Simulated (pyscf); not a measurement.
# Four-centre exchange: H₂B–O–SnH₃ + H₂O → HO–SnH₃ + H₂B–OH

Gas phase, singlet surface, charge 0. Bonds broken: O2–B3, O9–H10. Bonds formed: O2–H10, B3–O9. Optimised with ωB97X-D3(BJ)/def2-SVP in PySCF.

Transition state (Å):

```xyz
11

Sn    -2.1695    -0.2441    -0.8499
O     -0.7854     0.7490     0.2219
B      0.6650     0.6782    -0.2815
H     -1.6963    -1.8793    -0.8752
H     -3.6165     0.0103     0.0132
H     -2.1687     0.4904    -2.3821
H      0.8107    -0.1489    -1.1713
H      1.1735     1.7741    -0.4473
O      1.0867     0.0668     1.1165
H     -0.0949     0.2873     1.1454
H      1.5826     0.7145     1.6323
```

One imaginary mode, 1274i cm⁻¹; descent along it reached the two sides named, in the forms told below.

```json
[
 {"bond": "O2–B3", "change": "breaks", "reactant side (Å)": "1.334", "saddle": "1.537", "product side": "1.655"},
 {"bond": "O9–H10", "change": "breaks", "reactant side (Å)": "0.967", "saddle": "1.202", "product side": "2.560"},
 {"bond": "O2–H10", "change": "forms", "reactant side (Å)": "2.9", "saddle": "1.242", "product side": "0.967"},
 {"bond": "B3–O9", "change": "forms", "reactant side (Å)": "3.1", "saddle": "1.583", "product side": "1.428"}
]
```

Electronic energies relative to the separated reactants (eV):

| level | barrier | reaction energy | reverse barrier |
|---|---|---|---|
| ωB97X-D3(BJ)/def2-TZVP | 0.39 | +0.09 | 0.30 |
| PBE/def2-TZVP | 0.22 | +0.02 | 0.20 |
| r²SCAN/def2-TZVP | 0.25 | +0.04 | 0.21 |
| B3LYP-D3(BJ)/def2-TZVP | 0.44 | +0.06 | 0.38 |
| PBE0-D3(BJ)/def2-TZVP | 0.25 | +0.05 | 0.19 |
| M06-2X/def2-TZVP | 0.31 | +0.07 | 0.24 |
| ωB97M-D3(BJ)/def2-TZVP | 0.39 | +0.05 | 0.34 |
| HF/def2-TZVP | 1.13 | +0.04 | 1.09 |

With ωB97M-D3(BJ)/def2-TZVP energies and thermal terms (ideal gas, 1 atm, RRHO with modes under 100 cm⁻¹ raised to 100, one conformer, R ln 2 for rigid chiral ones), in eV:

```csv
T (K),ΔH‡,ΔG‡,ΔH,ΔG
298,0.37,0.86,+0.07,+0.03
600,0.35,1.38,+0.05,0.00
900,0.37,1.88,+0.05,-0.02
1200,0.40,2.38,+0.05,-0.05
```

On the reactant side the descent ends in a complex (not fully relaxed), 0.24 eV under the separated species and 0.63 eV under the saddle at ωB97X-D3(BJ)/def2-TZVP. On the product side the descent ends in an adduct with a B–O contact, 0.42 eV under the separated species and 0.72 eV under the saddle at ωB97X-D3(BJ)/def2-TZVP. What is counted as broken (B–O) persists as a longer contact in the product adduct; parting that adduct is a step of its own. One saddle was located; it need not be the lowest between these sides. Elements past Kr carry the def2 core potentials, without spin-orbit coupling.
